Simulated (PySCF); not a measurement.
C4H6F (doublet state).
Cartesian coordinates in Å at the GFN2-xTB level; atoms count from 1:
```
atom  x, y, z in Å
C1     1.5127    0.0895    0.3196
C2     0.0579    0.0077    0.5041
C3    -0.9782   -0.8443   -0.0972
C4    -1.0714    0.6699   -0.1337
F5    -0.8968    1.3071   -1.3438
H6     1.8927    1.0371    0.6985
H7     2.0096   -0.7310    0.8361
H8     1.7761    0.0252   -0.7439
H9    -0.7482   -1.3799   -1.0129
H10   -1.6986   -1.3584    0.5253
H11   -1.8502    1.1799    0.4221
```

As a line formula: `C[C]1C[C@@H]1F` [radical].

Theory: UKS B3LYP, pcH-1 on C F H, non-relativistic, mean-field spin-orbit, GIAO (PySCF 2.14.0). Geometry: GFN2-xTB; no solvent, vibrations or thermal averaging. A GFN2-xTB geometry isn't a minimum of the functional, and hyperfine couplings can be far from their values at a DFT geometry. The SCF solution wasn't tested for stability.

Principal values of hyperfine tensors in MHz (contact and dipolar terms together), for some of the nuclei:

```csv
atom,isotope,A1,A2,A3
C2,13C,169.75,172.88,387.87
H8,1H,131.99,134.43,143.69
H10,1H,93.56,96.82,111.29
H9,1H,65.83,69.85,79.16
F5,19F,-0.25,17.11,191.27
H11,1H,46.83,50.88,62.60
H6,1H,17.45,17.96,32.41
C3,13C,-28.22,-22.66,-13.56
```

(1) Give the isotropic coupling of each nucleus in MHz and in mT (g = 2.0028), and the anisotropic part.

(2) What spin density at the nucleus of C3 lies behind its contact coupling (g_N = 1.40482)?

(3) H7 (1H, g_N = 5.58569) isn't in the table. Its spin density at the nucleus is 0.007109 bohr⁻³. What is its contact coupling?

(4) Name the largest traceless tensor T of the table and describe it.

(5) What first-order splitting does H10 cause when the field lies along A1, A2 or A3 of its tensor (g taken as isotropic, no quadrupole term)?

Results:

(1) a_iso is a third of the trace, T = A − a_iso, and a(mT) = a(MHz)/(g × 13.996).

```json
{"atom": "C2", "a_iso (MHz)": "243.50", "a_iso (mT)": "8.687", "T1": "-73.75", "T2": "-70.62", "T3": "144.37"}
{"atom": "H8", "a_iso (MHz)": "136.70", "a_iso (mT)": "4.877", "T1": "-4.71", "T2": "-2.27", "T3": "6.98"}
{"atom": "H10", "a_iso (MHz)": "100.56", "a_iso (mT)": "3.587", "T1": "-7.00", "T2": "-3.74", "T3": "10.73"}
{"atom": "H9", "a_iso (MHz)": "71.62", "a_iso (mT)": "2.555", "T1": "-5.78", "T2": "-1.76", "T3": "7.55"}
{"atom": "F5", "a_iso (MHz)": "69.38", "a_iso (mT)": "2.475", "T1": "-69.63", "T2": "-52.27", "T3": "121.89"}
{"atom": "H11", "a_iso (MHz)": "53.44", "a_iso (mT)": "1.906", "T1": "-6.60", "T2": "-2.55", "T3": "9.16"}
{"atom": "H6", "a_iso (MHz)": "22.61", "a_iso (mT)": "0.806", "T1": "-5.16", "T2": "-4.64", "T3": "9.80"}
{"atom": "C3", "a_iso (MHz)": "-21.48", "a_iso (mT)": "-0.766", "T1": "-6.74", "T2": "-1.18", "T3": "7.92"}
```

(2) a_FC = (2μ0/3) gₑ μB g_N μN ρ(0)/(2S·h) = 800.24 MHz × g_N × ρ(0)/(2S), with ρ in bohr⁻³. With a_FC = -21.48 MHz and 2S = 1, ρ(0) = -0.01911 bohr⁻³.

(3) By the same relation, a_FC = 31.8 MHz. Its full tensor has the principal values 26.64, 26.98, 41.71 MHz.

(4) C2: -73.8, -70.6, 144.4 MHz, nearly axial, close to the ratio −1:−1:+2, the form that spin in one p orbital centred on that nucleus gives.

(5) 2 lines (I = 1/2), spaced by |A_i|/(g × 13.996): 3.34, 3.45, 3.97 mT along the axes of A1, A2 and A3.
